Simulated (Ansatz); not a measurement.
Compare A (`C=COC(=C)N`) with its isomer B (`C=C(C)C(N)=O`).

Isolated molecules relaxed with PBE0-D4/def2-TZVP in Ansatz; ΔE leaves out vibrations. CBS: MP2 limit from def2 TZ/QZ plus the TZ coupled-cluster correction, frozen cores. Functionals use def2-TZVPP. B3LYP here is the variant with VWN-RPA as its local correlation; programs differ in this. Each species was taken in one conformer, which may not be the lowest.

(1) Which is lower in electronic energy at CCSD(T)/CBS, and by how much? (Best estimate.)

(2) Give E(B) − E(A) in kJ/mol with B3LYP, ωB97M-V, PBE-D4, HF/def2-TZVPP, PBE0-D4, B2PLYP, B3LYP-D4. (Best estimate.)

Largest T1 diagnostic: 0.014.

## Answers

(1) Computed: B, by 147.9 kJ/mol.

(2) Computed: B3LYP -142.3, ωB97M-V -146.4, PBE-D4 -146.7, HF/def2-TZVPP -148.9, PBE0-D4 -148.7, B2PLYP -149.0, B3LYP-D4 -145.0. None reverses the order clearly.
